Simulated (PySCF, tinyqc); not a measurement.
Worked calculation: CIS on RHF in the sto-6g basis, for BH, spin multiplicity 1. The lowest restricted solution is unstable here: a spin-polarised one lies 0.0097 hartree lower (PySCF). One step of it, computed by the program tinyqc.

Problem. CIS matrix, triplets. A(ia,jb) = (e_a - e_i) d_ij d_ab - (ij|ab).

orbital energies (hartree): [-7.481252, -0.463517, -0.231523, 0.242339, 0.242339, 0.348786]

Two-electron integrals over orbitals (pq|rs), unique and non-zero (hartree):
```
(11|11) 2.904601    (21|11) -0.298534   (21|21) 0.049717    (22|11) 0.665243
(22|21) -0.013895   (22|22) 0.471451    (31|11) 0.137765    (31|21) -0.022071
(31|22) 0.010345    (31|31) 0.018393    (32|11) -0.142045   (32|21) 0.007805
(32|22) -0.010691   (32|31) 0.007503    (32|32) 0.116775    (33|11) 0.538090
(33|21) -0.007598   (33|22) 0.426716    (33|31) -0.002366   (33|32) 0.005348
(33|33) 0.468144    (41|41) 0.021949    (42|41) 0.024611    (42|42) 0.090965
(43|41) -0.011286   (43|42) -0.037841   (43|43) 0.031059    (44|11) 0.743137
(44|21) -0.010273   (44|22) 0.486238    (44|31) 0.004361    (44|32) -0.077498
(44|33) 0.412936    (44|44) 0.587109    (51|51) 0.021949    (52|51) 0.024611
(52|52) 0.090965    (53|51) -0.011286   (53|52) -0.037841   (53|53) 0.031059
(54|54) 0.031641    (55|11) 0.743137    (55|21) -0.010273   (55|22) 0.486238
(55|31) 0.004361    (55|32) -0.077498   (55|33) 0.412936    (55|44) 0.523827
(55|55) 0.587109    (61|11) -0.090887   (61|21) 0.016617    (61|22) 0.000922
(61|31) 0.003820    (61|32) 0.016298    (61|33) -0.009608   (61|44) -0.002993
(61|55) -0.002993   (61|61) 0.020158    (62|11) 0.136914    (62|21) -0.003464
(62|22) 0.056759    (62|31) 0.012993    (62|32) -0.007854   (62|33) -0.026300
(62|44) 0.075452    (62|55) 0.075452    (62|61) 0.013387    (62|62) 0.087914
(63|11) 0.183976    (63|21) -0.003684   (63|22) 0.044110    (63|31) -0.003520
(63|32) -0.112123   (63|33) -0.006503   (63|44) 0.104089    (63|55) 0.104089
(63|61) -0.007812   (63|62) 0.055174    (63|63) 0.152846    (64|41) 0.006989
(64|42) 0.026219    (64|43) 0.004959    (64|64) 0.025617    (65|51) 0.006989
(65|52) 0.026219    (65|53) 0.004959    (65|65) 0.025617    (66|11) 0.603577
(66|21) -0.007481   (66|22) 0.465661    (66|31) 0.010907    (66|32) 0.048921
(66|33) 0.465145    (66|44) 0.437468    (66|55) 0.437468    (66|61) 0.007510
(66|62) 0.025128    (66|63) -0.022700   (66|66) 0.524921
```

Give: CIS matrix A, triplet.

Solution.

CIS matrix A, triplet (hartree), order 1>4, 1>5, 1>6, 2>4, 2>5, 2>6, 3>4, 3>5, 3>6:
```
[[6.9805, 0.0000, 0.0000, 0.0103, 0.0000, 0.0000, -0.0044, 0.0000, 0.0000],
 [0.0000, 6.9805, 0.0000, 0.0000, 0.0103, 0.0000, 0.0000, -0.0044, 0.0000],
 [0.0000, 0.0000, 7.2265, 0.0000, 0.0000, 0.0075, 0.0000, 0.0000, -0.0109],
 [0.0103, 0.0000, 0.0000, 0.2196, 0.0000, 0.0000, 0.0775, 0.0000, 0.0000],
 [0.0000, 0.0103, 0.0000, 0.0000, 0.2196, 0.0000, 0.0000, 0.0775, 0.0000],
 [0.0000, 0.0000, 0.0075, 0.0000, 0.0000, 0.3466, 0.0000, 0.0000, -0.0489],
 [-0.0044, 0.0000, 0.0000, 0.0775, 0.0000, 0.0000, 0.0609, 0.0000, 0.0000],
 [0.0000, -0.0044, 0.0000, 0.0000, 0.0775, 0.0000, 0.0000, 0.0609, 0.0000],
 [0.0000, 0.0000, -0.0109, 0.0000, 0.0000, -0.0489, 0.0000, 0.0000, 0.1152]]
```
